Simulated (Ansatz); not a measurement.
`O/C=C(\O)F` + H–F → `OC=C(F)F` + H₂O at 600 K and 1 bar (substitution at a C–O bond).

Program: Ansatz. Geometries: PBE0-D4/def2-TZVP. ΔE: electronic, gas phase. CCSD(T)/CBS adds triple-zeta CCSD(T) − MP2 to the extrapolated MP2 energy (def2 sets, frozen cores). This one scheme is used for every species. Each species was taken in one conformer, which may not be the lowest.

```
     species  CCSD(T)/CBS energy (Eh)  H − E (kJ/mol)  S (J/(mol·K))
`O/C=C(\O)F`               -328.00386           189.8          370.2
         H–F               -100.39570            42.3          194.0
  `OC=C(F)F`               -352.00832           153.6          365.0
         H₂O                -76.37941            76.8          212.8
```

H − E and S are ideal-gas, rigid-rotor, harmonic terms from PBE0-D4/def2-TZVP, for one conformer and one mirror image of each species. 1 Eh = 2625.50 kJ/mol, R = 8.31446 J/(mol·K).

Question: By hand: ΔE, ΔH, ΔS and ΔG.

Answer: ΔE = (-352.00832) + (-76.37941) − (-328.00386) − (-100.39570) = 0.01183 Eh = 31.1 kJ/mol. Δ(H − E) = 153.6 + 76.8 − 189.8 − 42.3 = -1.7, so ΔH = 29.4 kJ/mol. ΔS = 365.0 + 212.8 − 370.2 − 194.0 = 13.6 J/(mol·K). ΔG = 29.4 − 600 × (13.6)/1000 = 21.2 kJ/mol.

Question: By hand: the equilibrium constant, and the temperature at which ΔG would vanish if ΔH and ΔS stayed fixed.

Answer: log₁₀ K = −ΔG/(RT ln 10) = -1.8. ΔG = 0 at ΔH/ΔS = 2162 K, though so small a ΔS makes that figure unsure.

The number of gas molecules stays the same, so ΔS is small and ΔH decides. A doubt of 5 kJ/mol in ΔE shifts log₁₀ K by 0.4 here. Other conformers and mirror images would add mixing entropy, several J/(mol·K) or more a flexible species. These are equilibria of isolated gas molecules and say nothing of rates. Largest T1 diagnostic: 0.012 (customary marks: 0.02 for closed shells, 0.045 for open ones).
